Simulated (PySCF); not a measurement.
# Electronic absorption of C2H4ClF

C₂H₄ClF.
Numbering: `[F:1][CH2:2][CH2:3][Cl:4]` (hydrogens: H5, H6 on C2; H7, H8 on C3)

Computed, not measured: TDDFT CAM-B3LYP/aug-cc-pVTZ, vertical, gas phase, core orbitals frozen in the response (PySCF 2.14.0, density-fitted response routines). Geometry: PBE0-D3(BJ)/def2-TZVP, one conformer, isolated molecule. Torsions of this conformer, `[F:1][CH2:2][CH2:3][Cl:4]`: F1–C2–C3–Cl4 180°.

```json
{"state": "S1", "λ (nm)": "168.4", "E (eV)": "7.36", "f": "0.0031", "symmetry": "A″", "main configurations (H = HOMO, L = LUMO)": "H→L+3 (53%), H→L+5 (16%), H→L (11%)"}
{"state": "S2", "λ (nm)": "167.3", "E (eV)": "7.41", "f": "0.0038", "symmetry": "A′", "main configurations (H = HOMO, L = LUMO)": "H-1→L+3 (52%), H-1→L (14%), H-1→L+5 (13%)"}
{"state": "S3", "λ (nm)": "158.5", "E (eV)": "7.82", "f": "0.023", "symmetry": "A″", "main configurations (H = HOMO, L = LUMO)": "H→L (66%), H→L+3 (23%)"}
{"state": "S4", "λ (nm)": "156.6", "E (eV)": "7.92", "f": "0.032", "symmetry": "A′", "main configurations (H = HOMO, L = LUMO)": "H-1→L (64%), H-1→L+3 (26%)"}
{"state": "S5", "λ (nm)": "144.3", "E (eV)": "8.59", "f": "0.018", "symmetry": "A″", "main configurations (H = HOMO, L = LUMO)": "H→L+1 (76%)"}
{"state": "S6", "λ (nm)": "144.0", "E (eV)": "8.61", "f": "0.0022", "symmetry": "A′", "main configurations (H = HOMO, L = LUMO)": "H→L+2 (53%), H-1→L+1 (34%)"}
{"state": "S7", "λ (nm)": "143.6", "E (eV)": "8.64", "f": "0.051", "symmetry": "A′", "main configurations (H = HOMO, L = LUMO)": "H-1→L+1 (50%), H→L+2 (35%)"}
{"state": "S8", "λ (nm)": "142.9", "E (eV)": "8.67", "f": "0.0031", "symmetry": "A″", "main configurations (H = HOMO, L = LUMO)": "H-1→L+2 (82%), H-1→L+11 (9%)"}
{"state": "S9", "λ (nm)": "140.9", "E (eV)": "8.80", "f": "0.0001", "symmetry": "–", "main configurations (H = HOMO, L = LUMO)": "H-2→L (50%), H-2→L+3 (26%)"}
{"state": "S10", "λ (nm)": "136.1", "E (eV)": "9.11", "f": "0.027", "symmetry": "A′", "main configurations (H = HOMO, L = LUMO)": "H-1→L+5 (30%), H-3→L (19%), H-3→L+3 (12%)"}
```

Triplets (Tamm–Dancoff): T1 6.66 eV, H→L+3 (44%), H→L+5 (18%), H→L (9%); T2 6.75 eV, H-1→L+3 (45%), H-1→L+5 (17%), H-1→L (8%); T3 7.69 eV, H→L (61%), H→L+3 (25%); T4 7.80 eV, H-1→L (63%), H-1→L+3 (24%).

The lowest singlet comes at 168 nm (710 kJ/mol) in the vacuum ultraviolet; it is very weak; its leading configuration is HOMO→LUMO+3 (53%). The strongest level in the table is S7 at 8.64 eV (144 nm, f = 0.051). Löwdin shares by element: HOMO chlorine 72%, carbon 20% or more; LUMO hydrogen 90%. Weighted by f, the mean energy of these states is 8.40 eV. The oscillator strengths of these states sum to 0.163; summed over the whole spectrum of an exact calculation they would give the number of electrons, 42 (Thomas–Reiche–Kuhn). Of the 10 states listed, 5 reach f = 0.01 and 1 stays under 0.0005. Symmetry labels in Cs follow from the direction of the transition dipole and are given only for states with f of 0.002 or more. Only the lowest 10 singlets were computed, as vertical energies without vibronic structure.
